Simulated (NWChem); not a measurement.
System: LiF anion, doublet; SMILES of the neutral closed-shell parent [Li][F]

The following NWChem deck was run.

```
start job
memory heap 200 mb stack 900 mb global 1100 mb
charge -1
geometry units angstroms noautoz
  Li     0.000000     0.000000    -1.285302
  F      0.000000     0.000000     0.353597
end
basis spherical
  Li library def2-svpd
  F library def2-svpd
end
dft
  odft
  mult 2
  xc xpbe96 cpbe96
  iterations 150
  mulliken
end
task dft energy
```

All runs use the structure optimised with B3LYP/def2-SVPD, spin-unrestricted. The spin multiplicity was typed, not searched, and may not be the lowest. No stability test was run on the SCF state. The highest occupied level is positive, so the extra electron may be held by the finite basis.

Give the results of this calculation. (PBE/def2-SVPD, spin-unrestricted.) Quantities: energy (Ha); highest occupied level (eV); lowest empty minus highest occupied level, either spin (eV); <S²>.


```json
{
  "energy (Ha)": "-107.25",
  "highest occupied level (eV)": "1.41",
  "lowest empty minus highest occupied level, either spin (eV)": "1.42",
  "<S²>": "0.750"
}
```
